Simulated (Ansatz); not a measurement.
# Br2Ge (GeBr2): the cost of one run

The runs use Ansatz 0.2.0, Gaussian basis; the settings change from run to run.

## (1) The molecule

The structure was relaxed beforehand with PBE0-D4 in a triple-zeta def2 set.

3 atoms, charge 0, spin multiplicity 1.

Atoms are counted from 1 here; the program's logs count them from 0.

Bond lengths: Ge1–Br2 2.341 Å, Ge1–Br3 2.341 Å. Angles: Br2–Ge1–Br3 101.0°.

## (2) wB97X-V/x2c-TZVPPall

Set apart from the defaults: charge +1, multiplicity 2, atoms shaken by 0.08 Å.

File in.yaml:

```yaml
crystal:
  periodic: [false, false, false]
  atoms:
    - {symbol: Ge, position_ang: [-0.046254, -0.003805, -0.962850]}
    - {symbol: Br, position_ang: [1.766357, 0.080323, 0.537578]}
    - {symbol: Br, position_ang: [-1.740176, 0.060472, 0.527519]}
basis:
  gaussian: {orbitals: x2c-TZVPPall}
total_charge: 1
magnetization: {spin_polarized: true, initial_magnetization: 1}
hamiltonian: {xc: {name: wB97X-V}}
scf: {omitted_lower_state_checks: [starts]}
output: {forces: true}
```

On the command line:

```bash
$ ansatz run in.yaml --threads 4 --pin off --events-out ev --progress --plain --max-ram 3916MiB
```

**Question.** How long does this run take on 4 threads of Intel Xeon at 2.50GHz, shared host, and how much memory does it need?

About 41 s, with a peak of 0.74 GiB.
